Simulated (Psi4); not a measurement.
# BHSCl (SMILES S[B]Cl): levels of theory compared

We compute a comparison of 3 runs (UHF/STO-3G, UPBE0/6-311G**, UB3LYP/cc-pVTZ) of BHSCl. 

The results are computed with Psi4 1.11.

6 further runs of the same task are left out: 6 set aside as unsound or not needed.

## (1) The structure to begin with

BHSCl: 4 atoms, total charge 0, spin state doublet. As SMILES, `S[B]Cl`. The shape is that of a PBE0-D4/def2-TZVP optimisation.

Bond lengths: S1–B2 1.766 Å, B2–Cl3 1.722 Å, S1–H4 1.344 Å. Angles: S1–B2–Cl3 124.8°, B2–S1–H4 96.3°.

## (2) Energy and gradient at UHF/STO-3G (run 1)

File calc.py:

```python
import psi4

psi4.set_memory('1600 MB')
psi4.set_num_threads(1)
psi4.set_output_file('bclhs.out', False)

geom = psi4.geometry("""
0 2
S
B 1 1.766113
Cl 2 1.72216 1 124.75087
H 1 1.344127 2 96.28356 3 -179.98191
units angstrom
symmetry c1
no_reorient
no_com
""")

psi4.set_options({
    'basis': 'STO-3G',
    'reference': 'uhf',
    'puream': True,
    'e_convergence': 1e-09,
    'd_convergence': 1e-08,
    'scf_type': 'pk',
    'maxiter': 200,
})

energy_value, wavefunction = psi4.gradient("scf", return_wfn=True)
psi4.oeprop(wavefunction, "MAYER_INDICES", "DIPOLE", "WIBERG_LOWDIN_INDICES", title="SCF")
print('gradient / Eh bohr^-1')
print(energy_value.np.round(6))
print(f'energy = {wavefunction.energy():.10f} Eh')
```

Command:

```bash
$ python calc.py
```

bclhs.out:

```text
[...]
  Running in c1 symmetry.
[...]
  Nuclear repulsion =  106.345094443240896
[...]
  Multiplicity = 2
[...]
  Nalpha       = 20
  Nbeta        = 19
[...]
    Number of basis functions: 24
[...]
   @UHF iter   1:  -872.65055543634639   -1.27542e+00   9.84502e-03 ADIIS/DIIS
[...]
   @UHF iter  13:  -872.70393544722515   -1.93268e-12   8.66748e-09 DIIS
[...]
   @S^2 Observed:                7.573792511E-01
[...]
    Orbital Energies [Eh]
    ---------------------
    Alpha Occupied:
       1A   -103.696288     2A    -90.793891     3A    -10.379703
       4A     -8.692268     5A     -7.823337     6A     -7.818764
       7A     -7.818431     8A     -7.451193     9A     -6.324981
      10A     -6.322819    11A     -6.319266    12A     -1.041288
      13A     -0.931355    14A     -0.598800    15A     -0.513033
      16A     -0.448874    17A     -0.433889    18A     -0.422282
      19A     -0.313463    20A     -0.272923
    Alpha Virtual:
      21A      0.227110    22A      0.435379    23A      0.515974
      24A      0.599778
[...]
  @UHF Final Energy:  -872.70393544722515
   => Energetics <=
    Nuclear Repulsion Energy =            106.3450944432408960
    One-Electron Energy =               -1421.7074306558456556
    Two-Electron Energy =                 442.6584007653796675
    Total Energy =                       -872.7039354472251489
  UHF NO Occupations:
  HONO-2 :   18  A 1.9995282
  HONO-1 :   19  A 1.9971617
[...]
  -Total Gradient:
     Atom            X                  Y                   Z
    ------   -----------------  -----------------  -----------------
       1       -0.000005674448    -0.008280626747    -0.011725466986
       2       -0.000007327746    -0.029446884513     0.032466548879
       3        0.000004967755     0.028950196330    -0.019614933919
       4        0.000008034439     0.008777314926    -0.001126147979
[...]
 Multipole Moments:
 ------------------------------------------------------------------------------------
     Multipole            Electronic (a.u.)      Nuclear  (a.u.)        Total (a.u.)
 ------------------------------------------------------------------------------------
 L = 1.  Multiply by 2.5417464519 to convert [e a0] to [Debye]
 Dipole X            :         -0.0003476            0.0004003            0.0000527
 Dipole Y            :         -1.1473149            1.9959955            0.8486806
 Dipole Z            :          2.5350211           -3.0147551           -0.4797340
 Magnitude           :                                                    0.9748864
[...]
```

Standard output:

```text
gradient / Eh bohr^-1
[[-6.0000e-06 -8.2810e-03 -1.1725e-02]
 [-7.0000e-06 -2.9447e-02  3.2467e-02]
 [ 5.0000e-06  2.8950e-02 -1.9615e-02]
 [ 8.0000e-06  8.7770e-03 -1.1260e-03]]
energy = -872.7039354472 Eh
```

Wall time 1.2 s (1 thread of Intel Xeon 6975P-C (Granite Rapids), shared host); peak memory 0.18 GiB.

## (3) Energy and gradient at UPBE0/6-311G(d,p) (run 2)

File bclhs.xyz:

```xyz
4
BClHS
S      0.566400    -0.789100     0.531400
B     -0.299600     0.475700    -0.345800
Cl    -2.014100     0.616000    -0.427300
H      1.802900    -0.362900     0.221400
```

File bclhs_ase.py:

```python
import numpy as np
from ase.calculators.psi4 import Psi4
from ase.io import read

atoms = read('bclhs.xyz')
calc = Psi4(atoms=atoms, method='pbe0', basis='6-311G**', memory='1600MB', num_threads=1, charge=0, multiplicity=2, label='psi4-calc', reference='uks')
calc.psi4.set_options({'puream': True, 'e_convergence': 1e-09, 'd_convergence': 1e-08, 'scf_type': 'pk', 'dft_radial_points': 99, 'dft_spherical_points': 590, 'maxiter': 200})
atoms.calc = calc

forces = atoms.get_forces()
print(f'energy: {atoms.get_potential_energy():.6f} eV')
print('forces / eV A^-1')
print(np.round(forces, 5))
```

Command:

```bash
$ python bclhs_ase.py
```

psi4-calc.dat:

```text
[...]
  Running in c1 symmetry.
[...]
  Nuclear repulsion =  106.345080196469851
[...]
  Multiplicity = 2
[...]
  Nalpha       = 20
  Nbeta        = 19
[...]
    Number of basis functions: 76
[...]
   @UKS iter   1:  -883.46760166864635   -9.18679e-02   5.81588e-03 ADIIS/DIIS
[...]
   @UKS iter  13:  -883.53440543779698   -2.61480e-12   3.24731e-09 DIIS
[...]
   @S^2 Observed:                7.538480392E-01
[...]
  @UKS Final Energy:  -883.53440543779698
   => Energetics <=
    Nuclear Repulsion Energy =            106.3450801964698513
    One-Electron Energy =               -1430.1525477907623554
    Two-Electron Energy =                 484.1020710326706080
    DFT Exchange-Correlation Energy =     -43.8290088761750951
    Empirical Dispersion Energy =           0.0000000000000000
    VV10 Nonlocal Energy =                  0.0000000000000000
    Total Energy =                       -883.5344054377969769
[...]
 Multipole Moments:
 ------------------------------------------------------------------------------------
     Multipole            Electronic (a.u.)      Nuclear  (a.u.)        Total (a.u.)
 ------------------------------------------------------------------------------------
 L = 1.  Multiply by 2.5417464519 to convert [e a0] to [Debye]
 Dipole X            :         -2.6955027            3.2177625            0.5222597
 Dipole Y            :          1.2728930           -1.3650286           -0.0921357
 Dipole Z            :         -0.8653684            0.9249063            0.0595378
 Magnitude           :                                                    0.5336562
[...]
  -Total Gradient:
     Atom            X                  Y                   Z
    ------   -----------------  -----------------  -----------------
       1        0.000410242929     0.003371946013    -0.002367293047
       2       -0.002110385019    -0.002496009337     0.001760985576
       3        0.003540917650    -0.000115118508     0.000051056863
       4       -0.001840237011    -0.000761115651     0.000555455136
[...]
```

The script printed:

```text
energy: -24042.195772 eV
forces / eV A^-1
[[-0.0211  -0.17339  0.12173]
 [ 0.10852  0.12835 -0.09055]
 [-0.18208  0.00592 -0.00263]
 [ 0.09463  0.03914 -0.02856]]
```

It took 9.6 s on 1 thread of Intel Xeon 6975P-C (Granite Rapids), shared host; peak memory 0.64 GiB.

## (4) Energy and gradient at UB3LYP/cc-pVTZ (run 3)

File bclhs.in:

```
memory 1.6 GB

molecule {
  0 2
  S
  B 1 1.766113
  Cl 2 1.72216 1 124.75087
  H 1 1.344127 2 96.28356 3 -179.98191
  units angstrom
  symmetry c1
}

set basis cc-pVTZ
set reference uks
set puream true
set e_convergence 1e-09
set d_convergence 1e-08
set scf_type pk
set dft_radial_points 99
set dft_spherical_points 590
set maxiter 200

result, w = gradient('b3lyp', return_wfn=True)
```

Command:

```bash
$ psi4 -n 1 bclhs.in bclhs.out
```

bclhs.out:

```text
[...]
  Running in c1 symmetry.
[...]
  Nuclear repulsion =  106.345094443240896
[...]
  Multiplicity = 2
[...]
  Nalpha       = 20
  Nbeta        = 19
[...]
    Number of basis functions: 112
[...]
   @UKS iter   1:  -883.82128368540896   -6.31584e-02   3.83234e-03 DIIS/ADIIS
[...]
   @UKS iter  13:  -883.91713831090249   -5.11591e-12   3.22509e-09 DIIS
[...]
   @S^2 Observed:                7.531665223E-01
[...]
  @UKS Final Energy:  -883.91713831090249
   => Energetics <=
    Nuclear Repulsion Energy =            106.3450944432408960
    One-Electron Energy =               -1430.2618468497350932
    Two-Electron Energy =                 487.0113533193699595
    DFT Exchange-Correlation Energy =     -47.0117392237784131
    Empirical Dispersion Energy =           0.0000000000000000
    VV10 Nonlocal Energy =                  0.0000000000000000
    Total Energy =                       -883.9171383109026010
[...]
 Multipole Moments:
 ------------------------------------------------------------------------------------
     Multipole            Electronic (a.u.)      Nuclear  (a.u.)        Total (a.u.)
 ------------------------------------------------------------------------------------
 L = 1.  Multiply by 2.5417464519 to convert [e a0] to [Debye]
 Dipole X            :         -0.0003196            0.0004003            0.0000807
 Dipole Y            :         -1.7091302            1.9959955            0.2868653
 Dipole Z            :          2.7020191           -3.0147551           -0.3127360
 Magnitude           :                                                    0.4243766
[...]
  -Total Gradient:
     Atom            X                  Y                   Z
    ------   -----------------  -----------------  -----------------
       1       -0.000002167331     0.000205159523     0.004373683797
       2       -0.000005733879    -0.003546280410    -0.001499743914
       3        0.000004048683     0.004716659719    -0.003898813278
       4        0.000003856420    -0.001371034814     0.001024636503
[...]
```

Run time: 41 s. Hardware: 1 thread of Intel Xeon 6975P-C (Granite Rapids), shared host; peak memory 0.83 GiB.

## (5) Overview of the runs

```
run           level               properties         integration grid  energy (Eh)  dipole moment (D)  HOMO energy (eV)  LUMO energy (eV)  wall time
  1      UHF/STO-3G  (mayer, dipole, wiberg)                        –  -872.703935               2.48             -7.43              6.18      1.2 s
  2  UPBE0/6-311G**                        –  99 radial × 590 angular  -883.534405               1.36             -6.19             -1.81      9.6 s
  3  UB3LYP/cc-pVTZ                        –  99 radial × 590 angular  -883.917138               1.08             -5.80             -2.25       41 s
```

## (6) Summary of results

```
                                 quantity          value
                      run 3: total energy  -883.91714 Eh
                     run 3: dipole moment         1.08 D
run 3: HOMO energy (highest over α and β)       -5.80 eV
 run 3: LUMO energy (lowest over α and β)       -2.25 eV
                              run 3: ⟨S²⟩          0.753
          run 3: largest force on an atom     0.315 eV/Å
```

What this shows: The dipole moment (its size) runs from 1.08 D (UB3LYP/cc-pVTZ) to 2.48 D (UHF/STO-3G). The two ends differ in method and basis. Totals of different functionals can't be ranked against each other. In run 1 the basis is minimal, so the values are rough. All runs together took 51 s, the longest 41 s.
